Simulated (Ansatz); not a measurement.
The input, for Ansatz 0.2.0:

```yaml
crystal:
  periodic: [false, false, false]
  atoms:
    - {symbol: Al, position_ang: [0.000000, 0.000000, 0.349567]}
    - {symbol: Ga, position_ang: [0.000000, 0.000000, -2.320933]}
    - {symbol: H, position_ang: [0.000000, 0.000000, 1.971367]}
basis:
  gaussian: {orbitals: cc-pVDZ}
magnetization: {spin_polarized: true, initial_magnetization: 1}
correlation: {method: ccsdt_q, electrons: outside_noble_gas}
```

```sh
$ ansatz run in.yaml --threads 1 --pin off --events-out ev --progress --plain --max-ram 4096MiB --backend cpu
```

Output:

```
940 factors; integrals over basis functions are off by at most 1.5e-7 eV
mean field evaluation 1: about -58930.0319 eV, gradient 5.6e0 eV
mean field evaluation 2: about -58930.0334 eV, gradient 5.6e0 eV
mean field evaluation 4: about -58930.6377 eV, gradient 7.0e-1 eV
mean field evaluation 8: about -58930.6623 eV, gradient 2.3e-4 eV
mean field evaluation 16: about -58930.6686 eV, gradient 4.2e-3 eV
mean field evaluation 32: about -58930.6623 eV, gradient 1.0e-2 eV
mean field evaluation 64: about -58930.6612 eV, gradient 1.8e-1 eV
mean field evaluation 96: about -58930.6619 eV, gradient 5.4e-2 eV
mean field evaluation 128: about -58929.4375 eV, gradient 1.1e0 eV
mean field evaluation 160: about -58929.1797 eV, gradient 6.3e-3 eV
...
mean field -58930.66863702 eV, -2165.6621277686 hartree, gradient 1.8e-6 eV, S^2 0.920055; 18 other end points of the search recorded, 0 dependent functions left out
determinant -58930.66863702 eV, -2165.6621277686 hartree, with singles and doubles -58934.04917754 eV, -2165.7863603415 hartree
determinant -58929.40840673 eV, -2165.6158151598 hartree, with singles and doubles -58932.59687632 eV, -2165.7329892557 hartree
determinant -58929.28974086 eV, -2165.6114542694 hartree, with singles and doubles -58932.60673036 eV, -2165.7333513852 hartree
determinant -58929.17967322 eV, -2165.6074093582 hartree, with singles and doubles -58932.50416094 eV, -2165.7295820284 hartree
determinant -58928.97004429 eV, -2165.5997056372 hartree, with singles and doubles -58932.11734628 eV, -2165.7153668521 hartree
determinant -58928.64923118 eV, -2165.5879159729 hartree, with singles and doubles -58931.78389144 eV, -2165.7031126127 hartree
determinant -58928.61834151 eV, -2165.5867807985 hartree, with singles and doubles -58932.17275250 eV, -2165.7174029930 hartree
determinant -58928.23074087 eV, -2165.5725367375 hartree, with singles and doubles -58931.83901834 eV, -2165.7051384887 hartree
determinant -58928.09682855 eV, -2165.5676155505 hartree, with singles and doubles -58931.67429614 eV, -2165.6990850594 hartree
determinant -58927.85815068 eV, -2165.5588443006 hartree, with singles and doubles -58930.86183107 eV, -2165.6692275192 hartree
determinant -58930.66231962 eV, -2165.6618956083 hartree, with singles and doubles -58934.06353285 eV, -2165.7868878891 hartree
determinant -58930.66863702 eV, -2165.6621277686 hartree, with singles and doubles -58934.05821401 eV, -2165.7866924256 hartree
determinant -58930.66231962 eV, -2165.6618956083 hartree, with singles and doubles -58934.06333159 eV, -2165.7868804931 hartree
...
19 core orbitals not correlated: weight in the atoms' cores, before any rotation towards them, 1.000 or more for the frozen orbitals, at most 0.000 for the correlated occupied ones
reference -58930.66231962 eV, -2165.6618956083 hartree; 4, 3 occupied and 27, 28 virtual orbitals, 940 factors
second order -2.52208553 eV of doubles, -0.00000000 eV of singles
...
cycle  10  -3.55846233 eV  change    3.0e-4 eV  update   1.2e-4
cycle  11  -3.55844823 eV  change    1.4e-5 eV  update   5.8e-5
cycle  12  -3.55848919 eV  change   -4.1e-5 eV  update   2.8e-5
cycle  13  -3.55852893 eV  change   -4.0e-5 eV  update   1.3e-5
cycle  14  -3.55853535 eV  change   -6.4e-6 eV  update   5.4e-6
cycle  15  -3.55853228 eV  change    3.1e-6 eV  update   2.8e-6
cycle  16  -3.55853026 eV  change    2.0e-6 eV  update   1.5e-6
cycle  17  -3.55852950 eV  change    7.6e-7 eV  update   9.3e-7
cycle  18  -3.55852976 eV  change   -2.7e-7 eV  update   5.3e-7
cycle  19  -3.55853036 eV  change   -6.0e-7 eV  update   3.0e-7
perturbative correction -0.00676944 eV, -0.0002487724 hartree
Total energy: -58934.22761942 eV, -2165.7929179593 hartree
```

Ran on 1 thread of AMD EPYC 7R13, shared host: 16 s wall, 0.19 GiB peak host memory.
